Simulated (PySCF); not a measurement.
## Partners of fluoride

Gas-phase complexes of fluoride (charge -1), each in one structure from a short search with a few starts, optimised by PBE0-D3(BJ)/def2-SVPD or PBE0-D3(BJ)/def2-TZVPD; other ways of binding may lie lower. Energies in kcal/mol, PBE0-D3(BJ)/def2-TZVPD, counterpoise-corrected (PySCF): interaction is complex less parts frozen as they stand in it, binding adds what it costs to deform them. Contacts are written partner···fluoride; electrostatic, Pauli and orbital are terms of the uncorrected same energy, whose rest is dispersion or correlation.

1 other partner is left out, for which the search missed the form known or expected to bind best.

Frequency runs check only 4 of the 7 structures; these show no clear imaginary mode.

(1) Order these partners of fluoride by binding energy, strongest first: PH2F, sulfur difluoride, fluoromethane, chlorine, K+, carbon dioxide, sulfur dioxide.

Answers

(1) K+ (-137.1), sulfur dioxide (-57.5), sulfur difluoride (-49.6), PH2F (-44.9), chlorine (-43.8), carbon dioxide (-35.5), fluoromethane (-13.9).
```json
{"partner": "K+", "contact": "K···F", "distance (Å)": "2.22", "binding": "-137.1", "interaction": "-137.1", "electrostatic": "-164.6", "Pauli": "44.0", "orbital": "-16.5"}
{"partner": "sulfur dioxide", "contact": "S···F", "distance (Å)": "1.74", "binding": "-57.5", "interaction": "-60.1", "electrostatic": "-167.1", "Pauli": "259.0", "orbital": "-151.8"}
{"partner": "sulfur difluoride", "contact": "S···F", "distance (Å)": "1.81", "binding": "-49.6", "interaction": "-64.8", "electrostatic": "-129.5", "Pauli": "184.5", "orbital": "-119.8"}
{"partner": "PH2F", "contact": "P···F", "distance (Å)": "1.82", "binding": "-44.9", "interaction": "-58.6", "electrostatic": "-125.8", "Pauli": "175.6", "orbital": "-108.3"}
{"partner": "chlorine", "contact": "Cl···F", "distance (Å)": "1.86", "binding": "-43.8", "interaction": "-58.2", "electrostatic": "-91.1", "Pauli": "146.7", "orbital": "-113.8"}
{"partner": "carbon dioxide", "contact": "C···F", "distance (Å)": "1.47", "binding": "-35.5", "interaction": "-75.4", "electrostatic": "-166.2", "Pauli": "259.9", "orbital": "-169.0"}
{"partner": "fluoromethane", "contact": "H···F", "distance (Å)": "1.72", "binding": "-13.9", "interaction": "-15.1", "electrostatic": "-21.7", "Pauli": "21.8", "orbital": "-14.9"}
```
